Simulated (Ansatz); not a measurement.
[OH···H···S], triplet in cc-pVDZ: errors against UCCSDT(Q)

Geometry: a point of a hydrogen-transfer path between rigid fragments, not a stationary point.

```yaml
atoms:
  - { symbol: O, position_ang: [-0.8431, -0.2316, 0.0000] }
  - { symbol: H, position_ang: [-1.0924, 0.6949, 0.0000] }
  - { symbol: H, position_ang: [0.1165, -0.2316, 0.0000] }
  - { symbol: S, position_ang: [1.8189, -0.2316, 0.0000] }
```

Basis cc-pVDZ; Ansatz 0.2.0. Correlated methods freeze the noble-gas cores, which leaves 14 electrons in 36 orbitals. R marks a restricted (for open shells ROHF) determinant, U an unrestricted one. Active spaces: pair = (4e, 4o) about the gap; valence = (14e, 10o) chosen from the atoms' valence shells.

Full CI isn't at hand for all of this; UCCSDT(Q) serves as the reference, and is uncertain by about the last step of the cluster series. The frozen core follows each run's orbitals, which can shift R against U totals by a few meV.

For open shells CISD is restricted-active-space CI with the open shells as a complete middle space.

```
UHF ⟨S²⟩                          : 2.011
T1 diagnostic (RCCSD)             : 0.0266
largest doubles amplitude (RCCSD) : 0.041
T1 diagnostic (UCCSD)             : 0.0172
```

```tsv
level	E − E(UCCSDT(Q)) (mEh)	share of correlation (%)	wall time
RHF	334.45	0.00	–
UHF	329.31	1.54	–
RMP2	32.95	90.15	–
UMP2	33.87	89.87	–
CISD	32.29	90.35	4.2 s
RCCSD	6.78	97.97	–
UCCSD	6.66	98.01	–
RCCSD(T)	1.23	99.63	6 s
UCCSD(T)	1.19	99.64	8.5 s
BCCD(T)	1.19	99.65	6.5 s
RCCSDT	0.68	99.80	–
UCCSDT	0.66	99.80	–
RCCSDT(Q)	0.03	99.99	44 s
CASSCF (pair space)	313.62	6.23	–
NEVPT2 (pair space)	32.25	90.36	2.3 s
MRCISD (pair space)	29.16	91.28	–
MRCISD+Q (pair space)	2.86	99.15	2.6 s
CASSCF (valence space)	279.13	16.54	–
NEVPT2 (valence space)	51.16	84.70	3.6 s
NEVPT4(SD) (valence space)	4.08	98.78	5.5 s
MRCISD (valence space)	22.98	93.13	–
MRCISD+Q (valence space)	1.68	99.50	6.5 s
```

The correlation energy at UCCSDT(Q), counted from RHF, is -9.101 eV. That run took 43 s on 1 thread of Arm Neoverse V2, shared host.

Times hold each run's SCF and search for its determinant on a shared host, so for small cases they say little of a method's own cost; they ran on 1 thread of Arm Neoverse V2.

Natural occupations of CASSCF (valence space) about the gap: 1.999 1.979 1.977 1.002 1.001 0.023 0.021; effectively unpaired electrons, Σ n²(2−n)², 2.01.
